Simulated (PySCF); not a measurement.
# C₂H₅N: field gradients at the nuclei

How much do the quadrupole couplings of C₂H₅N depend on the level of theory? Each job file holds the settings and the coordinates that a driver script hands to the program.

Computed with PySCF 2.14.0, density-fitted response routines (the levels named in each step, unless a step's input says otherwise).

## 1. The starting structure

Bond lengths: C1–C2 1.477 Å, C1–N3 1.444 Å, C2–N3 1.444 Å, C1–H4 1.084 Å, C1–H5 1.081 Å, C2–H6 1.081 Å, C2–H7 1.084 Å, N3–H8 1.015 Å. Angles (14 of 15 angles, heavy atoms first): C1–C2–N3 59.2°, C2–C1–N3 59.2°, C1–N3–C2 61.5°, C1–C2–H6 119.0°, C1–C2–H7 118.9°, N3–C2–H6 114.7°, N3–C2–H7 119.8°, C2–C1–H4 118.9°, C2–C1–H5 119.0°, N3–C1–H4 119.8°, N3–C1–H5 114.7°, C1–N3–H8 114.2°, C2–N3–H8 114.1°, H6–C2–H7 114.3°.

Coordinates:

```xyz
8

C     0.8077   -0.1824    0.1894
C    -0.6217   -0.5546    0.1656
N    -0.1746    0.6964   -0.3996
H     1.2654    0.0787    1.1371
H     1.4816   -0.6447   -0.5186
H    -0.9622   -1.2810   -0.5593
H    -1.1780   -0.5575    1.0964
H    -0.3970    1.5098    0.1661
```

## 2. Geometry, PBE0-D3(BJ)/def2-TZVP

job.txt

```
{"job": {"xc": "PBE0", "basis": "def2-TZVP", "d3": "d3bj", "grid": 2, "kind": "geom"}, "charge": 0, "multiplicity": 1}
C      0.807710    -0.182430     0.189430
C     -0.621710    -0.554630     0.165600
N     -0.174630     0.696390    -0.399550
H      1.265440     0.078730     1.137090
H      1.481600    -0.644670    -0.518600
H     -0.962210    -1.281010    -0.559340
H     -1.178000    -0.557520     1.096360
H     -0.397000     1.509850     0.166060
```

The log of the run:

```text
step   0  E = -133.81618926  max force = 0.010096
step   1  E = -133.81664279  max force = 0.004450
step   2  E = -133.81679042  max force = 0.002281
step   3  E = -133.81681918  max force = 0.000740
step   4  E = -133.81682394  max force = 0.000451
step   5  E = -133.81682525  max force = 0.000157
optimisation converged
```

Wall time 42 s (4 threads of Intel Xeon at 2.50GHz (Skylake/Cascade Lake), shared host); peak memory 0.52 GiB.

It ended at:

```xyz
8

C     0.8064   -0.1843    0.1823
C    -0.6202   -0.5551    0.1578
N    -0.1765    0.7064   -0.4239
H     1.2424    0.0904    1.1375
H     1.4960   -0.6452   -0.5159
H    -0.9746   -1.2881   -0.5581
H    -1.1648   -0.5353    1.0964
H    -0.3875    1.4759    0.2010
```

## 3. Field gradients, PBE0/pcJ-2

job.txt

```
{"job": {"kind": "efgt", "xc": "PBE0", "basis": "pcJ-2"}, "charge": 0, "multiplicity": 1}
C      0.806418    -0.184310     0.182326
C     -0.620229    -0.555078     0.157818
N     -0.176459     0.706408    -0.423870
H      1.242394     0.090374     1.137455
H      1.496006    -0.645243    -0.515880
H     -0.974601    -1.288055    -0.558149
H     -1.164785    -0.535329     1.096352
H     -0.387543     1.475945     0.200998
```

The log of the run:

```text
coarse grid: 6336 points
cycle   1  E = -133.8021795237  dE =  3.297e-01  |g| = 2.855e-01  |ddm| = 1.650e+00
cycle   2  E = -133.7977298977  dE =  4.450e-03  |g| = 3.310e-01  |ddm| = 5.133e-01
cycle   3  E = -133.8219207076  dE = -2.419e-02  |g| = 5.567e-02  |ddm| = 2.569e-01
cycle   4  E = -133.8223890779  dE = -4.684e-04  |g| = 2.217e-02  |ddm| = 3.346e-02
cycle   5  E = -133.8224886129  dE = -9.954e-05  |g| = 5.257e-03  |ddm| = 1.313e-02
cycle   6  E = -133.8224943027  dE = -5.690e-06  |g| = 5.873e-04  |ddm| = 2.597e-03
final grid: 91184 points
cycle   7  E = -133.8208360751  dE = -1.019e-04  |g| = 7.582e-03  |ddm| = 4.002e-02
cycle   8  E = -133.8208307677  dE =  5.307e-06  |g| = 8.819e-03  |ddm| = 9.258e-03
cycle   9  E = -133.8208483595  dE = -1.759e-05  |g| = 8.191e-04  |ddm| = 5.502e-03
cycle  10  E = -133.8208484351  dE = -7.563e-08  |g| = 5.308e-04  |ddm| = 6.405e-04
cycle  11  E = -133.8208484927  dE = -5.764e-08  |g| = 5.052e-05  |ddm| = 2.669e-04
cycle  12  E = -133.8208484932  dE = -4.789e-10  |g| = 5.929e-06  |ddm| = 3.726e-05
converged SCF energy = -133.8208484932

Field-gradient tensors (au): xx yy zz xy xz yz
  0 C     0.09655   -0.01913   -0.07742   -0.11752    0.10255   -0.08523
  1 C    -0.02766    0.11010   -0.08244    0.11518   -0.04547   -0.11913
  2 N     0.19823    0.62649   -0.82472   -0.11825    0.03229   -0.05871
  3 H    -0.07094   -0.11982    0.19076    0.03657    0.15279    0.10364
  4 H     0.03369   -0.07236    0.03867   -0.12218   -0.17296    0.12096
  5 H    -0.10139    0.05379    0.04760    0.10233    0.08832    0.19347
  6 H    -0.03952   -0.13956    0.17908    0.00265   -0.19124    0.01348
  7 H    -0.16152    0.14645    0.01507   -0.09124   -0.07277    0.26623
```

It took 20 s on 4 threads of Intel Xeon at 2.50GHz (Skylake/Cascade Lake), shared host; peak memory 0.95 GiB.

## 4. Field gradients, PBE/def2-TZVPP

Edit job.txt of step 3 so:

```diff
@@ -1,2 +1,2 @@
-{"job": {"kind": "efgt", "xc": "PBE0", "basis": "pcJ-2"}, "charge": 0, "multiplicity": 1}
+{"job": {"kind": "efgt", "xc": "PBE", "basis": "def2-TZVPP"}, "charge": 0, "multiplicity": 1}
 C      0.806418    -0.184310     0.182326
```

The log of the run:

```text
coarse grid: 6336 points
cycle   1  E = -133.7686061641  dE =  2.564e-01  |g| = 3.954e-01  |ddm| = 1.974e+00
cycle   2  E = -133.7043064521  dE =  6.430e-02  |g| = 6.619e-01  |ddm| = 1.078e+00
cycle   3  E = -133.8097340710  dE = -1.054e-01  |g| = 8.480e-02  |ddm| = 7.193e-01
cycle   4  E = -133.8107163127  dE = -9.822e-04  |g| = 4.980e-02  |ddm| = 7.040e-02
cycle   5  E = -133.8112291997  dE = -5.129e-04  |g| = 7.431e-03  |ddm| = 3.121e-02
cycle   6  E = -133.8112407631  dE = -1.156e-05  |g| = 5.154e-04  |ddm| = 5.105e-03
cycle   7  E = -133.8112408268  dE = -6.367e-08  |g| = 1.781e-04  |ddm| = 7.259e-04
final grid: 91184 points
cycle   8  E = -133.8011851631  dE = -5.956e-05  |g| = 1.104e-02  |ddm| = 9.033e-02
cycle   9  E = -133.8011419110  dE =  4.325e-05  |g| = 1.727e-02  |ddm| = 2.202e-02
cycle  10  E = -133.8012121469  dE = -7.024e-05  |g| = 1.752e-03  |ddm| = 1.466e-02
cycle  11  E = -133.8012126608  dE = -5.139e-07  |g| = 7.707e-04  |ddm| = 1.387e-03
cycle  12  E = -133.8012127869  dE = -1.261e-07  |g| = 6.663e-05  |ddm| = 4.515e-04
cycle  13  E = -133.8012127880  dE = -1.019e-09  |g| = 9.313e-06  |ddm| = 7.601e-05
cycle  14  E = -133.8012127880  dE = -1.950e-11  |g| = 4.501e-06  |ddm| = 1.288e-05
converged SCF energy = -133.8012127880

Field-gradient tensors (au): xx yy zz xy xz yz
  0 C     0.10176   -0.02228   -0.07947   -0.11801    0.10428   -0.08610
  1 C    -0.02480    0.10938   -0.08458    0.11905   -0.04634   -0.12060
  2 N     0.18078    0.61183   -0.79261   -0.11896    0.03271   -0.06342
  3 H    -0.07199   -0.12244    0.19442    0.03745    0.15578    0.10542
  4 H     0.03403   -0.07375    0.03973   -0.12459   -0.17630    0.12318
  5 H    -0.10363    0.05480    0.04883    0.10420    0.09006    0.19710
  6 H    -0.03996   -0.14257    0.18253    0.00289   -0.19484    0.01354
  7 H    -0.16513    0.15078    0.01434   -0.09358   -0.07437    0.27217
```

Run time: 15 s. Hardware: 4 threads of Intel Xeon at 2.50GHz (Skylake/Cascade Lake), shared host; peak memory 0.95 GiB.

## 5. Field gradients, B3LYP/def2-TZVPP

Edit job.txt of step 4 so:

```diff
@@ -1,2 +1,2 @@
-{"job": {"kind": "efgt", "xc": "PBE", "basis": "def2-TZVPP"}, "charge": 0, "multiplicity": 1}
+{"job": {"kind": "efgt", "xc": "B3LYP", "basis": "def2-TZVPP"}, "charge": 0, "multiplicity": 1}
 C      0.806418    -0.184310     0.182326
```

The log of the run:

```text
coarse grid: 6336 points
cycle   1  E = -133.9586572906  dE =  3.164e-01  |g| = 3.189e-01  |ddm| = 1.939e+00
cycle   2  E = -133.9439025352  dE =  1.475e-02  |g| = 4.228e-01  |ddm| = 7.083e-01
cycle   3  E = -133.9843483107  dE = -4.045e-02  |g| = 5.913e-02  |ddm| = 4.009e-01
cycle   4  E = -133.9848756511  dE = -5.273e-04  |g| = 2.729e-02  |ddm| = 4.457e-02
cycle   5  E = -133.9850299202  dE = -1.543e-04  |g| = 5.623e-03  |ddm| = 1.743e-02
cycle   6  E = -133.9850365821  dE = -6.662e-06  |g| = 5.671e-04  |ddm| = 3.460e-03
final grid: 91184 points
cycle   7  E = -133.9797864233  dE = -4.435e-05  |g| = 5.460e-03  |ddm| = 7.064e-02
cycle   8  E = -133.9797821612  dE =  4.262e-06  |g| = 6.896e-03  |ddm| = 9.440e-03
cycle   9  E = -133.9797931367  dE = -1.098e-05  |g| = 6.472e-04  |ddm| = 5.413e-03
cycle  10  E = -133.9797931960  dE = -5.923e-08  |g| = 3.507e-04  |ddm| = 5.562e-04
cycle  11  E = -133.9797932212  dE = -2.520e-08  |g| = 3.963e-05  |ddm| = 1.994e-04
cycle  12  E = -133.9797932215  dE = -3.225e-10  |g| = 5.782e-06  |ddm| = 3.899e-05
converged SCF energy = -133.9797932215

Field-gradient tensors (au): xx yy zz xy xz yz
  0 C     0.09457   -0.01460   -0.07996   -0.12317    0.10688   -0.09103
  1 C    -0.03282    0.11799   -0.08517    0.11561   -0.04647   -0.12621
  2 N     0.19939    0.63400   -0.83339   -0.12007    0.03189   -0.05635
  3 H    -0.07061   -0.12025    0.19086    0.03646    0.15296    0.10380
  4 H     0.03375   -0.07261    0.03886   -0.12259   -0.17295    0.12114
  5 H    -0.10174    0.05395    0.04779    0.10267    0.08821    0.19363
  6 H    -0.03944   -0.13974    0.17917    0.00304   -0.19146    0.01355
  7 H    -0.16271    0.14800    0.01472   -0.09205   -0.07322    0.26790
```

It took 11 s on 4 threads of Intel Xeon at 2.50GHz (Skylake/Cascade Lake), shared host; peak memory 0.95 GiB.

## 6. Field gradients, CAM-B3LYP/def2-TZVPP

Edit job.txt of step 5 so:

```diff
@@ -1,2 +1,2 @@
-{"job": {"kind": "efgt", "xc": "B3LYP", "basis": "def2-TZVPP"}, "charge": 0, "multiplicity": 1}
+{"job": {"kind": "efgt", "xc": "CAM-B3LYP", "basis": "def2-TZVPP"}, "charge": 0, "multiplicity": 1}
 C      0.806418    -0.184310     0.182326
```

The log of the run:

```text
coarse grid: 6336 points
cycle   1  E = -133.8891698553  dE =  4.062e-01  |g| = 2.754e-01  |ddm| = 1.926e+00
cycle   2  E = -133.8943630138  dE = -5.193e-03  |g| = 2.600e-01  |ddm| = 4.424e-01
cycle   3  E = -133.9075979086  dE = -1.323e-02  |g| = 5.068e-02  |ddm| = 1.916e-01
cycle   4  E = -133.9080633665  dE = -4.655e-04  |g| = 1.087e-02  |ddm| = 3.647e-02
cycle   5  E = -133.9080872548  dE = -2.389e-05  |g| = 4.315e-03  |ddm| = 1.106e-02
cycle   6  E = -133.9080916306  dE = -4.376e-06  |g| = 6.604e-04  |ddm| = 3.212e-03
final grid: 91184 points
cycle   7  E = -133.9036306929  dE = -3.422e-05  |g| = 3.885e-03  |ddm| = 5.567e-02
cycle   8  E = -133.9036311599  dE = -4.670e-07  |g| = 3.613e-03  |ddm| = 5.991e-03
cycle   9  E = -133.9036340206  dE = -2.861e-06  |g| = 3.052e-04  |ddm| = 2.500e-03
cycle  10  E = -133.9036340309  dE = -1.033e-08  |g| = 2.217e-04  |ddm| = 3.550e-04
cycle  11  E = -133.9036340406  dE = -9.715e-09  |g| = 2.276e-05  |ddm| = 1.166e-04
cycle  12  E = -133.9036340408  dE = -1.343e-10  |g| = 3.665e-06  |ddm| = 2.883e-05
converged SCF energy = -133.9036340408

Field-gradient tensors (au): xx yy zz xy xz yz
  0 C     0.09209   -0.00904   -0.08306   -0.12213    0.10651   -0.09337
  1 C    -0.03259    0.12079   -0.08820    0.11169   -0.04493   -0.12815
  2 N     0.21446    0.63633   -0.85079   -0.11653    0.03235   -0.05594
  3 H    -0.07116   -0.12048    0.19164    0.03662    0.15361    0.10406
  4 H     0.03384   -0.07272    0.03888   -0.12296   -0.17374    0.12158
  5 H    -0.10204    0.05419    0.04785    0.10292    0.08868    0.19441
  6 H    -0.03973   -0.14018    0.17991    0.00283   -0.19219    0.01345
  7 H    -0.16303    0.14811    0.01492   -0.09218   -0.07349    0.26892
```

It took 12 s on 4 threads of Intel Xeon at 2.50GHz (Skylake/Cascade Lake), shared host; peak memory 0.95 GiB.

## 7. Field gradients, HF/def2-TZVPP

Edit job.txt of step 6 so:

```diff
@@ -1,2 +1,2 @@
-{"job": {"kind": "efgt", "xc": "CAM-B3LYP", "basis": "def2-TZVPP"}, "charge": 0, "multiplicity": 1}
+{"job": {"kind": "efgt", "xc": "HF", "basis": "def2-TZVPP"}, "charge": 0, "multiplicity": 1}
 C      0.806418    -0.184310     0.182326
```

The log of the run:

```text
final grid: 91184 points
cycle   1  E = -133.0576440688  dE =  6.329e-01  |g| = 3.514e-01  |ddm| = 1.873e+00
cycle   2  E = -133.0905316800  dE = -3.289e-02  |g| = 1.269e-01  |ddm| = 2.946e-01
cycle   3  E = -133.0941970606  dE = -3.665e-03  |g| = 4.358e-02  |ddm| = 1.019e-01
cycle   4  E = -133.0947479449  dE = -5.509e-04  |g| = 8.942e-03  |ddm| = 3.842e-02
cycle   5  E = -133.0947768043  dE = -2.886e-05  |g| = 3.135e-03  |ddm| = 1.113e-02
cycle   6  E = -133.0947812454  dE = -4.441e-06  |g| = 1.036e-03  |ddm| = 5.489e-03
cycle   7  E = -133.0947820361  dE = -7.907e-07  |g| = 3.006e-04  |ddm| = 2.657e-03
cycle   8  E = -133.0947821111  dE = -7.497e-08  |g| = 5.610e-05  |ddm| = 9.388e-04
cycle   9  E = -133.0947821134  dE = -2.302e-09  |g| = 1.127e-05  |ddm| = 1.371e-04
cycle  10  E = -133.0947821135  dE = -1.019e-10  |g| = 2.210e-06  |ddm| = 3.237e-05
converged SCF energy = -133.0947821135

Field-gradient tensors (au): xx yy zz xy xz yz
  0 C     0.07535    0.00481   -0.08016   -0.11854    0.10125   -0.09412
  1 C    -0.03925    0.12425   -0.08500    0.09670   -0.04039   -0.12671
  2 N     0.23720    0.65390   -0.89110   -0.11542    0.02861   -0.03735
  3 H    -0.07291   -0.12301    0.19592    0.03723    0.15760    0.10655
  4 H     0.03503   -0.07440    0.03938   -0.12609   -0.17773    0.12415
  5 H    -0.10434    0.05579    0.04856    0.10563    0.09084    0.19870
  6 H    -0.04084   -0.14304    0.18388    0.00287   -0.19706    0.01361
  7 H    -0.16571    0.14952    0.01618   -0.09340   -0.07462    0.27296
```

Wall time 2.2 s (4 threads of Intel Xeon at 2.50GHz (Skylake/Cascade Lake), shared host); peak memory 0.95 GiB.

## 8. Comparison

Largest principal value Vzz, in atomic units:

```csv
atom,PBE0/pcJ-2,PBE/def2-TZVPP,B3LYP/def2-TZVPP,CAM-B3LYP/def2-TZVPP,HF/def2-TZVPP
C1,0.2272,0.2309,0.2362,0.2358,0.2257
C2,0.2270,0.2307,0.2360,0.2355,0.2254
N3,-0.8278,-0.7962,-0.8363,-0.8536,-0.8926
H4,0.2903,0.2959,0.2906,0.2917,0.2986
H5,0.2906,0.2962,0.2910,0.2921,0.2988
H6,0.2906,0.2962,0.2910,0.2921,0.2989
H7,0.2903,0.2959,0.2906,0.2917,0.2986
H8,0.3801,0.3889,0.3828,0.3840,0.3896
CPU time,38 s,37 s,24 s,26 s,7.8 s
```

Couplings eQVzz/h in MHz (234.9647 × Q in barn × Vzz), with Q = 0.02044 (14N), 0.00285783 (2H):

```csv
nucleus,PBE0/pcJ-2,PBE/def2-TZVPP,B3LYP/def2-TZVPP,CAM-B3LYP/def2-TZVPP,HF/def2-TZVPP
14N (atom 3),-3.976,-3.824,-4.016,-4.100,-4.287
2H (atom 4),0.195,0.199,0.195,0.196,0.201
2H (atom 5),0.195,0.199,0.195,0.196,0.201
2H (atom 6),0.195,0.199,0.195,0.196,0.201
2H (atom 7),0.195,0.199,0.195,0.196,0.201
2H (atom 8),0.255,0.261,0.257,0.258,0.262
```

## 9. What came out

```
                            quantity       value
coupling of 14N (atom 3), PBE0/pcJ-2  -3.976 MHz
 coupling of 2H (atom 4), PBE0/pcJ-2   0.195 MHz
 coupling of 2H (atom 5), PBE0/pcJ-2   0.195 MHz
 coupling of 2H (atom 6), PBE0/pcJ-2   0.195 MHz
 coupling of 2H (atom 7), PBE0/pcJ-2   0.195 MHz
```

The largest coupling, that of 14N, runs from -4.287 (HF/def2-TZVPP) to -3.824 MHz (PBE/def2-TZVPP). The gradients are non-relativistic, at the equilibrium geometry and in principal axes; measured couplings hold vibrational averaging and refer to the inertial axes. The def2 sets are stiff near the nuclei, which limits their accuracy.
